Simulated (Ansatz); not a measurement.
Input for Ansatz (development build ahead of 0.2.0):

```yaml
crystal:
  periodic: [false, false, false]
  atoms:
    - { symbol: O, position_ang: [0.0, 0.0, 0.0] }
    - { symbol: O, position_ang: [0.0, 0.0, 4.0] }
basis:
  gaussian: { orbitals: pcseg-2 }
total_charge: -1
magnetization:
  initial_magnetization: 1
hamiltonian:
  xc: pbe
```

The input is written out in the form of the current development build from the run's settings.

The run gave:

* Converged: yes
* Total energy: -150.06643 hartree
* Spin squared of the determinant: 0.750
* Stability test: minimum among restricted orbitals

Caution: stretched shape with no unrestricted run beside it, a lower state can exist; no diffuse functions for an anion; charge can spread falsely over distant fragments.
